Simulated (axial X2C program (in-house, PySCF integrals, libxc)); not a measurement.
# MgH: cheaper levels and CCSD(T), two-component

Computed with an in-house all-electron X2C program for linear molecules (integrals from PySCF). Two-component (2c) means X2C with spin–orbit coupling and atomic mean-field two-electron Coulomb and Gaunt terms. Basis: Mg dyall-cv3z [9s8p6d3f], H dyall-v3z [6s2p1d] (cores contracted in-house); Gaussian nuclei, density fitting, unrestricted open shells. Masses: Mg 23.985 u, H 1.008 u.

State: Ω = 1/2 (⟨Sz⟩ = 0.50, ⟨Lz⟩ = 0.00 at HF); fragments Mg + H.

```tsv
level	Re (Å)	ωe (cm⁻¹)	De (eV)
PBE0	1.739	1468.5	1.42
HF	1.731	1545.1	1.18
MP2	1.726	1557.6	1.38
CCSD	1.738	1492.4	1.39
PBE	1.753	1413.3	1.40
B3LYP	1.739	1452.0	1.44
r2SCAN0	1.736	1483.1	1.59
```

Correlated methods: 3 electrons correlated (number of frozen shells: Mg 2 s, 1 p; H none), 175 virtual spin orbitals or spinors in MP2, 46 natural virtuals in coupled cluster.

CCSD(T), same Hamiltonian and basis:

Re = 1.739 Å, ωe = 1489.3 cm⁻¹, De = 1.40 eV; T1 = 0.015 (Lee–Taylor normalisation).

(1) Give the differences from CCSD(T) in the columns below.

One determinant describes the state; a PBE0 search over occupations chose it and may have missed a lower one. De is counted from the lowest determinant-based energies of the atoms at the same level, without counterpoise correction. Density functionals use the spin component along the axis (collinear). Coupled cluster ran in a truncated set of natural virtual spinors; the MP2 energy of the rest was added. (T) has no such correction and the atoms are truncated less, which lowers De at CCSD(T) by a hundredth of an eV or more.

Answers

(1) 

```csv
level,ΔRe (Å),Δωe (cm⁻¹),ΔDe (eV)
PBE0,0.000,-21,0.02
HF,-0.008,56,-0.22
MP2,-0.013,68,-0.02
CCSD,-0.001,3,-0.01
PBE,0.014,-76,0.00
B3LYP,0.000,-37,0.04
r2SCAN0,-0.003,-6,0.19
```
